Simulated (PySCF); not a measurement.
difluoromethane (CH2F2), SMILES FCF.

Geometry optimised at ωB97X-D3(BJ)/def2-TZVP.

Calculation: M06-2X/def2-TZVPD run with PySCF.

Symmetry labels are those of the subgroup C2v that the program uses (full group C2v).

Computed valence orbital energies around the gap with their symmetry:
```json
[
 {"orbital": "HOMO−7", "symmetry": "A1", "energy (eV)": "-22.23"},
 {"orbital": "HOMO−6", "symmetry": "B2", "energy (eV)": "-17.67"},
 {"orbital": "HOMO−5", "symmetry": "A1", "energy (eV)": "-17.53"},
 {"orbital": "HOMO−4", "symmetry": "B1", "energy (eV)": "-17.37"},
 {"orbital": "HOMO−3", "symmetry": "A2", "energy (eV)": "-14.57"},
 {"orbital": "HOMO−2", "symmetry": "B1", "energy (eV)": "-13.85"},
 {"orbital": "HOMO−1", "symmetry": "A1", "energy (eV)": "-13.85"},
 {"orbital": "HOMO", "symmetry": "B2", "energy (eV)": "-11.79"},
 {"orbital": "LUMO", "symmetry": "A1", "energy (eV)": "0.45"},
 {"orbital": "LUMO+1", "symmetry": "B1", "energy (eV)": "1.43"},
 {"orbital": "LUMO+2", "symmetry": "B2", "energy (eV)": "1.59"},
 {"orbital": "LUMO+3", "symmetry": "A1", "energy (eV)": "1.60"}
]
```
